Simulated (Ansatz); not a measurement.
**Loss of HF: C4H7F → C4H6 + HF**

Species: C4H7F `C/C=C(/C)F`, singlet; C4H6 (2-butyne) `CC#CC`, singlet; HF (hydrogen fluoride), singlet. 

Shapes, held fixed at every level: PBE0-D4/def2-TZVP. Programs: Ansatz 0.2.0. The zero-point and thermal change to 298 K, harmonic and unscaled (PBE0-D4/def2-TZVP), is -10.3 kJ/mol.

```tsv
level	kind	ΔH(298 K) (kJ/mol)	less CCSD(T)/CBS estimate	CPU time (sum over the molecules)
HF/def2-SVP	Hartree–Fock	+107.7	+15.1	–
PBE-D4/def2-TZVPP	GGA	+116.5	+23.9	9.9 s
BHLYP-D4/def2-TZVPP	global hybrid	+112.0	+19.4	10 s
PBE0-D4/def2-TZVPP	global hybrid	+119.8	+27.2	10 s
r2SCAN0-D4/def2-TZVPP	global hybrid	+121.3	+28.7	15 s
CCSD/def2-TZVPP	coupled cluster or CI	+95.6	+3.0	–
CCSD(T)/CBS estimate	coupled cluster or CI	+92.6	0.0	5.9 min
```

The highest level, CCSD(T)/CBS estimate, gives ΔH(298 K) = +92.6 kJ/mol; the levels span +92.6 to +121.3. The column of differences is taken from that level and isn't an error. No measured value is set beside it here. The CBS estimate extrapolates MP2 from def2-TZVPP and def2-QZVPP and adds CCSD(T) − MP2 in the triple-zeta set, cores frozen. Times are processor times on shared x86 and Arm servers, and rough.
